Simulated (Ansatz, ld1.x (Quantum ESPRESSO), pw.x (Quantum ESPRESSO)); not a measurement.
## pw.x on diamond Mn: one setting changed

Potential: PAW, ld1.x (Quantum ESPRESSO) 7.5, PBEsol; core [Ar], reference 3d5 4s2 4p0; waves: 4s (bound): rcut 1.80, rcutus 2.30 bohr; 4s channel at 3.1 Ry: rcut 1.80, rcutus 2.30 bohr; 4p (bound, empty): rcut 2.60, rcutus 2.85 bohr; 4p channel at 2.85 Ry: rcut 2.60, rcutus 2.85 bohr; 3d (bound): rcut 1.50, rcutus 1.95 bohr; 3d channel at 0.6 Ry: rcut 1.50, rcutus 1.95 bohr; local part: all-electron potential smoothed inside 1.65 bohr (lloc = -1); core correction: none; augmentation: BESSEL, radius 1.20 bohr.

The reference run (k-mesh 9³, cutoffs 55/440 Ry, Fermi–Dirac 0.01 Ry, mixing_beta 0.4, conv_thr 1e-9, no spin) gives 1.02 GPa at 14.486 Å³/atom, where all-electron LAPW gives 0.82 GPa. This run, with its own iteration cap, changes smearing to mp.

```
&control
  calculation='scf', prefix='x', pseudo_dir='./', outdir='./tmp', tstress=.true., disk_io='none'
/
&system
  ibrav=0, nat=2, ntyp=1, ecutwfc=55, ecutrho=440, nbnd=15,
  occupations='smearing', smearing='mp', degauss=0.01
/
&electrons
  conv_thr=1e-09, mixing_beta=0.4, electron_maxstep=50
/
ATOMIC_SPECIES
Mn 1.0 Mn.UPF
CELL_PARAMETERS angstrom
  0.00000000 2.43771442 2.43771442
  2.43771442 0.00000000 2.43771442
  2.43771442 2.43771442 0.00000000
ATOMIC_POSITIONS crystal
Mn 0.0000 0.0000 0.0000
Mn 0.2500 0.2500 0.2500
K_POINTS automatic
9 9 9 0 0 0
```

```bash
pw.x < Mn.scf.in > Mn.scf.out
```

**Question.** How does the run end?

**Answer.** It converges in 13 iterations; the free energy moves by +29.4 meV/atom and the pressure by -0.12 GPa. This scheme is built to cancel the term in the square of the width that Fermi–Dirac smearing leaves in the F of a metal.

```
Message from routine setup:
     using ibrav=0 with symmetry is DISCOURAGED, use correct ibrav instead
     lattice parameter (alat)  =       6.5147  a.u.
     unit-cell volume          =     195.5127 (a.u.)^3
     number of electrons       =        14.00
     number of Kohn-Sham states=           15
     kinetic-energy cutoff     =      55.0000  Ry
     charge density cutoff     =     440.0000  Ry
     scf convergence threshold =      1.0E-09
     Exchange-correlation= SLA  PW   PSX  PSC
     number of k points=    35  Methfessel-Paxton smearing, width (Ry)=  0.0100
     iteration #  1     ecut=    55.00 Ry     beta= 0.40
     total energy              =    -243.98380251 Ry
     estimated scf accuracy    <       0.21163186 Ry
     iteration #  2     ecut=    55.00 Ry     beta= 0.40
     total energy              =    -244.06270736 Ry
     estimated scf accuracy    <       0.10182542 Ry
     iteration #  3     ecut=    55.00 Ry     beta= 0.40
     total energy              =    -244.06778575 Ry
     estimated scf accuracy    <       0.03045198 Ry
     iteration #  4     ecut=    55.00 Ry     beta= 0.40
     total energy              =    -244.06632917 Ry
     estimated scf accuracy    <       0.03163168 Ry
     iteration #  5     ecut=    55.00 Ry     beta= 0.40
     total energy              =    -244.07173618 Ry
     estimated scf accuracy    <       0.00021131 Ry
     iteration #  6     ecut=    55.00 Ry     beta= 0.40
     c_bands:  1 eigenvalues not converged
     total energy              =    -244.07183442 Ry
     estimated scf accuracy    <       0.00456835 Ry
     iteration #  7     ecut=    55.00 Ry     beta= 0.40
     total energy              =    -244.07267392 Ry
     estimated scf accuracy    <       0.00001077 Ry
     iteration #  8     ecut=    55.00 Ry     beta= 0.40
     total energy              =    -244.07259792 Ry
     estimated scf accuracy    <       0.00004991 Ry
     iteration #  9     ecut=    55.00 Ry     beta= 0.40
     total energy              =    -244.07261418 Ry
     estimated scf accuracy    <       0.00000139 Ry
     iteration # 10     ecut=    55.00 Ry     beta= 0.40
     total energy              =    -244.07261373 Ry
     estimated scf accuracy    <       0.00000052 Ry
     iteration # 11     ecut=    55.00 Ry     beta= 0.40
     total energy              =    -244.07261355 Ry
     estimated scf accuracy    <       0.00000016 Ry
     iteration # 12     ecut=    55.00 Ry     beta= 0.40
     total energy              =    -244.07261362 Ry
     estimated scf accuracy    <          3.9E-09 Ry
     iteration # 13     ecut=    55.00 Ry     beta= 0.40
     the Fermi energy is     8.9835 ev
!    total energy              =    -244.07261363 Ry
     estimated scf accuracy    <          5.4E-11 Ry
     smearing contrib. (-TS)   =      -0.00007299 Ry
     convergence has been achieved in  13 iterations
          total   stress  (Ry/bohr**3)                   (kbar)     P=        8.94
     Message from routine punch:
     Nothing written, as per user request (disk_io='none')
```

The run took about 20 s on one core of a shared host (Neoverse-V2, 96 threads, 742 GiB, load 54).
